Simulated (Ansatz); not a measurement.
# AlH6NSi: the cost of one run

Method: RKS PBE0/def2-SVP, in Ansatz 0.2.0.

1 further run of the same task is left out (it didn't finish).

**1. Starting point**

Bond lengths: Al1–Si2 2.710 Å, Al1–N3 1.735 Å, Al1–H5 1.581 Å, Si2–H6 1.474 Å, Si2–H7 1.477 Å, Si2–H8 1.473 Å, N3–H9 1.011 Å. Angles: Al1–Si2–H6 111.2°, Al1–Si2–H7 124.6°, Al1–Si2–H8 109.0°, H6–Si2–H7 104.1°, H6–Si2–H8 104.2°, H7–Si2–H8 101.6°, Si2–Al1–N3 86.5°, Si2–Al1–H5 120.2°, N3–Al1–H5 153.2°, Al1–N3–H9 161.7°.

Coordinates:

```xyz
9

Al   -1.1720    0.9462    0.3157
Si    1.0750   -0.5521    0.5363
N    -1.2307    0.4251   -1.3385
H    -0.1408   -0.1725   -0.8436
H    -1.7320    1.7301    1.5693
H     0.7566   -1.9366    0.9303
H     2.0903   -0.7041   -0.5261
H     1.8868   -0.0356    1.6512
H    -1.5333    0.2994   -2.2946
```

**2. Pulling towards end A**

Springs on the bonds that form and break draw the guess towards this end; the thresholds are loose.

Input file input.yaml:

```yaml
crystal:
  periodic: [false, false, false]
  atoms:
    - { symbol: Al, position_ang: [-1.172, 0.9462, 0.3157] }
    - { symbol: Si, position_ang: [1.075, -0.5521, 0.5363] }
    - { symbol: "N", position_ang: [-1.2307, 0.4251, -1.3385] }
    - { symbol: H, position_ang: [-0.1408, -0.1725, -0.8436] }
    - { symbol: H, position_ang: [-1.732, 1.7301, 1.5693] }
    - { symbol: H, position_ang: [0.7566, -1.9366, 0.9303] }
    - { symbol: H, position_ang: [2.0903, -0.7041, -0.5261] }
    - { symbol: H, position_ang: [1.8868, -0.0356, 1.6512] }
    - { symbol: H, position_ang: [-1.5333, 0.2994, -2.2946] }
basis:
  gaussian: { orbitals: def2-SVP }
hamiltonian:
  xc: pbe0
relax:
  f_tol: 0.15
  max_steps: 25
  restrain:
    - { distance: [3, 1], at: 2.72, k: 30.0 }
    - { distance: [0, 1], at: 2.32, k: 30.0 }
    - { distance: [3, 2], at: 1.02, k: 30.0 }
output:
  orbitals: {}
```

Run with:

```console
ansatz run input.yaml --threads 2 --pin off --max-ram 3072MiB --backend cpu --events-out ev --progress --plain --runs-dir out
```

What time and memory should one allow on 2 threads of Arm Neoverse V2, shared host?

About 13 s, with a peak of 0.15 GiB.
